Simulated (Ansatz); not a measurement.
Process, species as SMILES: CCCl -> [CH2]C (C2H5) + Cl atom (the C-Cl bond breaks)

Wanted: bond dissociation energy (electronic), in kcal/mol. Set-up: spin-orbit terms left out; LANL2DZ with its own core potentials from Na on; frozen cores in correlated levels; 6-311+G** with 5d, 6d on Na to Ar in Ansatz (a quantum-chemistry and plane-wave program); six Cartesian d functions in 6-31G* and its kin unless marked 5d; open shells spin-unrestricted; non-relativistic. Basis-set limits of correlation are two-point, X^-3; Hartree-Fock from the larger set. [CCSD(T)-MP2]/basis is that difference in the basis named. First-principles rows: single points at B3LYP-D3(BJ) geometries (Ansatz).

Coupled cluster (Ansatz) is a level with limits of its own, used here on species with T1 under 0.025 (0.045 for open shells) and stable references: RI-MP2/CBS(aug-cc-pV(T+d)Z,aug-cc-pV(Q+d)Z)+[CCSD(T)-MP2]/aug-cc-pV(T+d)Z.

Value to compare with, RI-MP2/CBS(aug-cc-pV(T+d)Z,aug-cc-pV(Q+d)Z)+[CCSD(T)-MP2]/aug-cc-pV(T+d)Z (Ansatz): 89.1 kcal/mol.

| level | program | bond dissociation energy (electronic) (kcal/mol) | difference |
|---|---|---|---|
| HF/STO-3G | Ansatz | 64.0 | -25.1 |
| HF/3-21G | Ansatz | 44.6 | -44.5 |
| HF/LANL2DZ | Ansatz | 41.8 | -47.3 |
| HF/6-31G* | Ansatz | 54.3 | -34.8 |
| HF/6-311+G** | Ansatz | 53.8 | -35.3 |

Among the 5 habitual levels, HF/LANL2DZ lies farthest from RI-MP2/CBS(aug-cc-pV(T+d)Z,aug-cc-pV(Q+d)Z)+[CCSD(T)-MP2]/aug-cc-pV(T+d)Z (Ansatz) (-47.3 kcal/mol) and HF/STO-3G nearest (-25.1); 0 of 5 lie above it, and their mean absolute difference is 37.4 kcal/mol, the median 35.3. One case shows no general order.

The sets are all those run for this method; runs whose electronic state is in doubt are left out.
